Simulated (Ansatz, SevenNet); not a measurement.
For wurtzite ZnO, the machine-learned potential SevenNet-l3i5 (trained on PBE and PBE+U data) gives:

lattice parameter a: 3.288 Å
c axis length: 5.303 Å

Question: What does PBE0 in Ansatz (PAW) give for the same quantities?

Answer: 
- lattice constant a: 3.248 Å (drops by 1.2 %)
- lattice parameter c: 5.220 Å (falls by 1.6 %)

For comparison: lattice constant a 3.248 Å (measured, 4 K, not corrected to a static lattice; as tabulated in arXiv:1206.3780); lattice parameter c 5.204 Å (measured, 4 K, not corrected to a static lattice; as tabulated in arXiv:1206.3780).

Changes are worked out from the printed values.

Unless a cell is named, each level is at its own relaxed cell (SevenNet-l3i5 12.42, PBE0 11.92 Å³/atom).

Ansatz's density-functional and Hartree–Fock values are scalar-relativistic unless marked +SOC, with PAW data made under PBE.

Ansatz is a quantum-chemistry and plane-wave program.
